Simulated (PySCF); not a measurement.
Molecule: SMILES SCC1CCC1, C5H10S.

Bonds (- single, = double, # triple, : aromatic): S1-C2, C2-C3, C3-C4, C4-C5, C5-C6, C6-C3. S1 carries H7; C2 carries H8, H9; C3 carries H10; C4 carries H11, H12; C5 carries H13, H14; C6 carries H15, H16. H12, H14, H15 are cis to C2 on the ring; H11, H13, H16 are trans to C2 on the ring.

Frames of a GFN2-xTB Langevin trajectory at 600 K; GIAO PBE0/pcSseg-1 shieldings in PySCF, gas phase, non-relativistic; equivalent atoms averaged within each frame.

δ = σ(ref) − σ, references computed at the same level: ³³S (σref 503.73) vs CS2; TMS for ¹³C (σref 186.93) and ¹H (σref 31.72). The references are static minima.

**Question.** How do the shifts (ppm) fluctuate along the trajectory?

**Answer.** 
```tsv
time (fs)	S1	C2	C3	C4/C6	C5	H8/H9	H10	H12/H15	H11/H16	H7
250	-65	61.7	44.6	39.3	13.3	4.70	4.29	3.52	3.22	1.96
425	-101	44.7	30.0	39.2	32.3	3.71	1.64	1.03	3.34	1.83
625	-134	37.2	46.3	29.3	28.8	1.68	2.96	1.67	2.23	1.57
800	-161	31.9	45.2	34.0	18.3	2.02	3.31	1.96	1.82	0.16
1000	-68	44.4	42.7	31.1	17.3	2.94	3.48	1.70	2.24	1.50
mean of frames	-106	44.0	41.8	34.6	22.0	3.01	3.13	1.98	2.57	1.40
standard deviation	42	11.3	6.7	4.6	8.1	1.23	0.97	0.93	0.67	0.72
```

5 frames give an uncertainty of the mean of about the standard deviation over 2.2 at best, since frames this close in time may not be independent; classical motion lacks zero-point vibration, and the reference would need the same averaging.
